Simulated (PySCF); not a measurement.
**Potential energy of NaS along the bond**

Set-up: PySCF, no relativity, basis sets Na 6-31G(d,p), S 6-31G(d,p). Energies in eV from Na + S in their ground configurations at the same level. State: ²Π (doublet), unpaired electrons π ↑.

All columns are PBE0. A positive dipole means Na(−)S(+).

```tsv
R (Å)	E (eV)	μ (D)	Mulliken charge on Na (basis-dependent)	HOMO (eV)	LUMO (eV)	Mayer bond order	⟨S²⟩
2.151	-1.977	-7.36	0.49	-5.35	-2.74	0.91	0.75
2.251	-2.249	-7.65	0.48	-5.23	-2.62	0.91	0.75
2.351	-2.398	-7.94	0.48	-5.11	-2.51	0.90	0.75
2.426	-2.451	-8.16	0.48	-5.03	-2.43	0.88	0.75
2.501	-2.465	-8.38	0.49	-4.96	-2.35	0.87	0.75
2.576	-2.449	-8.61	0.50	-4.88	-2.28	0.85	0.75
2.676	-2.394	-8.91	0.52	-4.79	-2.18	0.82	0.76
2.801	-2.286	-9.29	0.53	-4.69	-2.08	0.79	0.76
2.951	-2.122	-9.73	0.55	-4.58	-2.10	0.76	0.76
3.151	-1.877	-10.29	0.57	-4.46	-2.26	0.72	0.77
```

A fit through these points gives, at Re = 2.496 Å, μ = -8.37 D and dμ/dR = -2.97 D/Å; the reduced mass is 13.37 u.

Q: How strong is the fundamental in the double-harmonic approximation, I = 42.26·(dμ/dR)²/μred km/mol?

A: I = 42.26·(-2.97)²/13.37 = 27.9 km/mol at PBE0.

The state was picked by a PBE0 search and need not be the measured ground state.
